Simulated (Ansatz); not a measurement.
Ansatz (a first-principles code) input file for HS, SMILES [SH] (connectivity only; charge and spin as stated), charge -1, multiplicity 1, PBE-D3(BJ)/def2-TZVPD. 

Ansatz 0.2 input:
```yaml
crystal:
  periodic: [false, false, false]
  atoms:
    - {symbol: S, position_ang: [0.00000000, 0.00000000, -0.07927358]}
    - {symbol: H, position_ang: [0.00000000, 0.00000000, 1.26837735]}
basis:
  gaussian:
    orbitals: def2-TZVPD
hamiltonian:
  xc: pbe
  dispersion: d3bj
total_charge: -1
relax: {f_tol: 0.002, max_steps: 200}
```

Output:

```
WARN ansatz: RAYON_NUM_THREADS=1 ignored (pool sized by the plan → 1); use --threads N
Functional definition: PBE
integrals: 0.01 GiB planned
344 factors; their error is unknown
mean field: 0.09 GiB planned
mean field evaluation 1: about -10846.5416 eV, gradient 2.4e1 eV
mean field evaluation 2: about -10843.9933 eV, gradient 4.1e1 eV
mean field evaluation 4: about -10848.2088 eV, gradient 1.7e0 eV
mean field evaluation 8: about -10848.2138 eV, gradient 1.3e-2 eV
mean field -10848.21377021 eV, -398.6645028717 hartree, gradient 1.5e-5 eV, S^2 0.000000; 0 other end points of the search recorded, 0 dependent functions left out
the calculation of the forces begins
reference -10848.21380121 eV, -398.6645040109 hartree; 9, 9 occupied and 46, 46 virtual orbitals, 344 factors
relax step   1: F+E_penalty+E_count = -10848.22369276 eV  Δ(F+E_penalty+E_count) = +0.000e0 eV  max|allowed force component| = 2.278e-1 eV/Å  Δτ_max = 0.0000 Å  (24 SCF iters, accepted)
these checks for a lower state are left out or cut short: starts, cluster_reference, orbital_swaps, neighbouring_geometries, increment
integrals: 0.01 GiB planned
344 factors; their error is unknown
mean field: 0.09 GiB planned
mean field evaluation 16: about -10848.2194 eV, gradient 1.0e-4 eV
mean field -10848.21463563 eV, -398.6645346754 hartree, gradient 1.6e-5 eV, S^2 0.000000; 0 other end points of the search recorded, 0 dependent functions left out
the calculation of the forces begins
reference -10848.21466666 eV, -398.6645358158 hartree; 9, 9 occupied and 46, 46 virtual orbitals, 344 factors
relax step   2: F+E_penalty+E_count = -10848.22455796 eV  Δ(F+E_penalty+E_count) = -8.652e-4 eV  max|allowed force component| = 9.433e-2 eV/Å  Δτ_max = 0.0027 Å  (27 SCF iters, accepted)
these checks for a lower state are left out or cut short: starts, cluster_reference, orbital_swaps, neighbouring_geometries, increment
integrals: 0.01 GiB planned
344 factors; their error is unknown
mean field: 0.09 GiB planned
mean field -10848.21481896 eV, -398.6645414126 hartree, gradient 1.6e-5 eV, S^2 0.000000; 0 other end points of the search recorded, 0 dependent functions left out
the calculation of the forces begins
reference -10848.21485001 eV, -398.6645425539 hartree; 9, 9 occupied and 46, 46 virtual orbitals, 344 factors
relax step   3: F+E_penalty+E_count = -10848.22474114 eV  Δ(F+E_penalty+E_count) = -1.832e-4 eV  max|allowed force component| = 1.311e-3 eV/Å  Δτ_max = 0.0019 Å  (27 SCF iters, accepted)
integrals: 0.01 GiB planned
344 factors; their error is unknown
mean field: 0.09 GiB planned
mean field evaluation 32: about -10848.2148 eV, gradient 1.6e-5 eV
mean field -10848.21481896 eV, -398.6645414126 hartree, gradient 1.6e-5 eV, S^2 0.000000; 1 other end points of the search recorded, 0 dependent functions left out
the calculation of the forces begins
reference -10848.21485001 eV, -398.6645425539 hartree; 9, 9 occupied and 46, 46 virtual orbitals, 344 factors
Total energy: -10848.22477220 eV, -398.6649071874 hartree
Atom 0 at     0.000000     0.000000    -0.083886 Å, force     0.000000     0.000000    -0.001311 eV/Å
Atom 1 at    -0.000000    -0.000000     1.272990 Å, force    -0.000000    -0.000000     0.001311 eV/Å
Dipole moment:     0.000000     0.000000     0.101524 e Å
```

The run converged.
